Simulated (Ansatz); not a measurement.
Run this with the Python package of Ansatz (0.2.0) and show what comes out.

`ch5nsi.xyz`
```text
8

N    -1.55640    0.18190   -0.69520
C    -0.32760    0.36720   -0.62340
Si    0.63260   -0.42150    0.74230
H    -1.89190    0.74380   -1.52890
H     0.23770    0.95910   -1.37860
H     0.25730    0.08680    2.09850
H     2.13300   -0.08310    0.59860
H     0.60750   -1.89130    0.73090
```

`basis_ch5nsi.py`:
```python
"""Basis-set convergence for CH5NSi."""

import ansatz as az


def main() -> None:
    molecule = az.Crystal.molecule_from_extxyz("ch5nsi.xyz")

    base = molecule.calculation()
    base = base.correlation("mp2")
    base = base.scf(lower_state_search="standard")

    energies = {}
    for basis in ["cc-pVDZ", "cc-pVTZ"]:
        rep = base.basis(gaussian=basis).run(threads=1, pin="off").report
        size = rep["n_frozen"] + rep["n_occupied"][0] + rep["n_virtual"][0]
        energies[basis] = (rep["reference_energy_ev"] / 27.211386246, rep["free_energy_ev"] / 27.211386246)
        print(f"{basis:14s} {size:4d} orbitals  reference {energies[basis][0]:14.6f} Ha  total {energies[basis][1]:14.6f} Ha")

    # two-point extrapolation: the basis-set error of the correlation energy falls as X^-3
    small, large = (energies[b][1] - energies[b][0] for b in ("cc-pVDZ", "cc-pVTZ"))
    limit = (3 ** 3 * large - 2 ** 3 * small) / (3 ** 3 - 2 ** 3)
    print(f"correlation energy: {small:.6f} and {large:.6f} Ha, extrapolated {limit:.6f} Ha")
    print(f"share caught by the larger set: {100 * large / limit:.1f} %")


if __name__ == "__main__":
    main()
```

Running `python basis_ch5nsi.py` prints:
```text
cc-pVDZ          71 orbitals  reference    -384.120114 Ha  total    -384.519529 Ha
cc-pVTZ         164 orbitals  reference    -384.164173 Ha  total    -384.655968 Ha
correlation energy: -0.399415 and -0.491795 Ha, extrapolated -0.530691 Ha
share caught by the larger set: 92.7 %
```

Against cc-pVDZ: cc-pVTZ -136.4 mHa. The last step alone is -136.44 mHa. From the first set to the last the time grows from 0.7 to 3.1 s.

Notes:
- These settings explore the input space; basis and method may be short of convergence.
- The geometry is a force-field or estimated start, not a minimum of this method, and the last set is no limit. Much of the fall in a total is atomic energy, which cancels in bond and reaction energies.
- Inner cores stay frozen, so this is valence correlation.
- For Al to Cl the sets with a tight d function, cc-pV(X+d)Z, are usual.
- An extrapolation from small basis sets is rough.
- Finished in 4.3 s on 1 thread of Arm Neoverse V1, with other jobs on the host, peak memory 0.31 GiB.
